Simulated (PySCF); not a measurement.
Species: 1,3-hexadiyne, C₆H₆.
Geometry (PBE0-D3(BJ)/def2-SVP, Å), atoms numbered from 1 in this order:
```xyz
12
C6H6 angstrom
C      3.8231   -0.6271    0.8922
C      2.6695   -0.4770    0.5342
C      1.3690   -0.3064    0.1329
C      0.2157   -0.1576   -0.2322
C     -1.1691    0.0334   -0.6319
C     -2.0625    0.5449    0.4981
H      4.8409   -0.7603    1.2076
H     -1.5597   -0.9235   -1.0200
H     -1.1966    0.7352   -1.4837
H     -2.0721   -0.1599    1.3419
H     -3.0953    0.6711    0.1418
H     -1.7059    1.5151    0.8731
```

Theory: core-valence-separated Tamm–Dancoff BHandHLYP/aug-pcX-1 (pcseg-1 on H) in PySCF, non-relativistic, gas phase, PBE0-D3(BJ)/def2-SVP geometry. The energies are unshifted.

Task: List the carbon K-edge absorption lines.

Result: 
```json
{"E (eV)": "283.19", "f": "0.0583", "core hole on": "C1", "main final orbital": "LUMO (53 %)", "polarisation": "across the triple bond"}
{"E (eV)": "283.23", "f": "0.0585", "core hole on": "C1", "main final orbital": "LUMO+1 (79 %)", "polarisation": "across the triple bond"}
{"E (eV)": "283.37", "f": "0.1209", "core hole on": "C4", "main final orbital": "LUMO/LUMO+1 (2 roots, f summed)", "polarisation": "across the triple bond"}
{"E (eV)": "283.65", "f": "0.0101", "core hole on": "C3", "main final orbital": "LUMO (59 %)", "polarisation": "across the triple bond"}
{"E (eV)": "283.69", "f": "0.0809", "core hole on": "C2", "main final orbital": "LUMO/LUMO+1 (2 roots, f summed)", "polarisation": "across the triple bond"}
{"E (eV)": "283.74", "f": "0.0660", "core hole on": "C3", "main final orbital": "LUMO+1 (81 %)", "polarisation": "across the triple bond"}
{"E (eV)": "285.49", "f": "0.0040", "core hole on": "C6", "main final orbital": "LUMO (64 %)", "polarisation": "–"}
{"E (eV)": "286.04", "f": "0.0087", "core hole on": "C5", "main final orbital": "LUMO (78 %)", "polarisation": "–"}
{"E (eV)": "286.11", "f": "0.0234", "core hole on": "C6", "main final orbital": "LUMO+2 (41 %)", "polarisation": "–"}
{"E (eV)": "286.15", "f": "0.0110", "core hole on": "C1", "main final orbital": "LUMO+3 (62 %)", "polarisation": "along the triple bond"}
{"E (eV)": "286.24", "f": "0.0077", "core hole on": "C5", "main final orbital": "LUMO+1 (77 %)", "polarisation": "–"}
{"E (eV)": "286.37", "f": "0.0459", "core hole on": "C6", "main final orbital": "spread (2 roots, f summed)", "polarisation": "–"}
{"E (eV)": "286.54", "f": "0.0085", "core hole on": "C6", "main final orbital": "LUMO+1 (52 %)", "polarisation": "–"}
{"E (eV)": "286.63", "f": "0.0040", "core hole on": "C5", "main final orbital": "LUMO+2 (77 %)", "polarisation": "–"}
{"E (eV)": "286.66", "f": "0.0015", "core hole on": "C4", "main final orbital": "LUMO+2 (53 %)", "polarisation": "along the triple bond"}
{"E (eV)": "286.81", "f": "0.0001", "core hole on": "C3", "main final orbital": "LUMO+5 (34 %)", "polarisation": "–"}
{"E (eV)": "286.83", "f": "0.0058", "core hole on": "C6", "main final orbital": "LUMO+4 (38 %)", "polarisation": "–"}
{"E (eV)": "287.09", "f": "0.0030", "core hole on": "C1", "main final orbital": "LUMO+5 (37 %)", "polarisation": "along the triple bond"}
{"E (eV)": "287.18", "f": "0.0003", "core hole on": "C2", "main final orbital": "LUMO+3 (49 %)", "polarisation": "–"}
{"E (eV)": "287.21", "f": "0.0269", "core hole on": "C5", "main final orbital": "LUMO+6 (57 %)", "polarisation": "–"}
{"E (eV)": "287.55", "f": "0.0018", "core hole on": "C3", "main final orbital": "LUMO+3 (34 %)", "polarisation": "mixed"}
{"E (eV)": "287.60", "f": "0.0009", "core hole on": "C3 + C4", "main final orbital": "LUMO+4 (53 %)", "polarisation": "–"}
{"E (eV)": "287.66", "f": "0.0094", "core hole on": "C3", "main final orbital": "LUMO+4 (62 %)", "polarisation": "across the triple bond"}
```

The first line with a tenth or more of the strongest one's intensity is at 283.19 eV (f = 0.058), with the hole on C1 (terminal alkyne carbon), polarised across the triple bond: a 1s→π* resonance. The strongest listed is at 283.37 eV (f = 0.121, sum of 2; C4, 1s→π*).

Roots within 0.03 eV whose holes lie on the same, on equivalent or on shared atoms are summed into one line, and the highest roots are left out, as the search may have cut off their partners. Final orbitals are the ground state's empty Kohn–Sham orbitals. A dash: too weak, shared between unlike atoms, or no plane or axis to refer to.

Task: What are the wavelength and the wavenumber of the 283.69 eV line?

Result: λ = 12398.42 eV Å/283.69 eV = 43.704 Å; 2.2881 × 10⁶ cm⁻¹.

The ionisation thresholds weren't computed; near and above them a finite basis only mimics Rydberg series and continuum.

Rough CPU time on one thread of a shared machine: about 30 s.
